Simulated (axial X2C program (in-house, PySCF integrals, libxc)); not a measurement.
# BC: properties at the nuclei

Calculated with an in-house all-electron X2C program for linear molecules (integrals from PySCF): two-component X2C with atomic mean-field Coulomb and Gaunt terms, Gaussian nuclei, basis C dyall-v3z, B dyall-v3z with contracted cores.

R = 1.480 Å (near the PBE0 minimum at charge 0 of the determinant lowest at the starting distance; the state shown can have its own minimum elsewhere).

Input and command:
```json
{"zs": [6, 5], "q": 0, "bas": ["dyall-v3z", "dyall-v3z"], "r0": 1.45, "levels": ["PBE0", "HF", "TPSSh", "PBE50", "BHandHLYP"], "nst": 3}
```
```bash
python soeom.py task.json out
```

Keys: zs atomic numbers; q charge; bas basis sets; r0 starting distance in Å; levels methods; nst determinants followed.

Determinant lowest in the PBE0 search, Ω = 3/2 (⟨Sz⟩ = 1.50, ⟨Lz⟩ = 0.00 at PBE0), spin on the atoms C 0.75, B 0.75:

```
    level  Eeff magnitude (GV/cm)  Ws magnitude C (kHz)  Ws magnitude B (kHz)  A∥/gI C (MHz)  qzz C (a.u.)  A∥/gI B (MHz)  qzz B (a.u.)  μ (D)
     PBE0                 0.00586              0.000408               0.00197          -19.1         -0.76           69.4         -0.34   1.53
       HF                  0.0109              0.000272               0.00264          -12.7         -1.04            134         -0.39   2.59
    TPSSh                 0.00527              0.000455               0.00188          -6.69         -0.77           78.2         -0.34   1.49
    PBE50                 0.00769              0.000132               0.00218          -22.1         -0.80           81.2         -0.35   1.91
BHandHLYP                 0.00579              0.000563                0.0021          -9.66         -0.72           73.1         -0.37   1.66
```

Determinant 1.16 eV from it at PBE0 and this distance, Ω = 1/2 (⟨Sz⟩ = 0.50, ⟨Lz⟩ = 0.00 at PBE0), spin on the atoms C 0.09, B 0.41:

```
    level  Eeff magnitude (GV/cm)  Ws magnitude C (kHz)  Ws magnitude B (kHz)  A∥/gI C (MHz)  qzz C (a.u.)  A∥/gI B (MHz)  qzz B (a.u.)  μ (D)
     PBE0                 0.00639              0.000697               0.00585           28.9         -0.79            237         -0.34   1.44
       HF                  0.0112               0.00159               0.00747            133         -1.03            392         -0.39   2.39
    TPSSh                 0.00595              0.000961               0.00576           38.9         -0.80            239         -0.33   1.31
    PBE50                 0.00799              8.82e-05               0.00634           30.7         -0.82            260         -0.35   1.77
BHandHLYP                 0.00772              0.000311               0.00651           30.2         -0.83            272         -0.36   1.72
```

Eeff is the effective electric field on the electron electric dipole moment in this Ω state and Ws the scalar–pseudoscalar constant of the nucleus named (defined with the proton number Z and per Ω); A∥ (defined per Ω) follows by multiplying with gI = μI/(I μN); qzz is the electric field gradient, eQq0 = 234.96 MHz × Q/barn × qzz; μ is positive if the B end (last atom) is positive. The operators were transformed with the bare-nucleus X2C matrices; with these basis sets, hyperfine constants and field gradients can be off by tens of per cent, and where levels differ in sign neither size nor sign is settled.

With gI(11B) = 1.7924, Q(11B) = 0.04059 barn (g factors from the IAEA table of nuclear moments by Stone; Q from Pyykkö, Mol. Phys. 2018), turn the PBE0 values of the first state into constants in MHz.

A∥(11B) = 69.4 × 1.7924 = 124 MHz; eQq0(11B) = 234.96 × (0.04059) × (-0.34) = -3.24 MHz.

Each state is one determinant with collinear spin, which with several unpaired electrons need not be a pure state. Unrestricted Hartree–Fock can overshoot spin polarisation at the nuclei. This is the top spin component of a Σ state; components of lower Ω are not single determinants and can lie lower. With several open shells hyperfine constants can be off by a factor of several. Where Eeff spreads by more than a factor of two the levels disagree and none is to be relied on. States lie within half an eV, so the first need not be the ground state. The sign of Ws at C differs between levels in the first state. The sign of Ws at C differs between levels in the second state. Further determinants of the search, some of them spin-mixed, are not shown. Where a field gradient or hyperfine factor spreads by more than a factor of two over the levels, a constant derived from it is not to be relied on. PBE0 term energies can be off by some tenths of an eV.
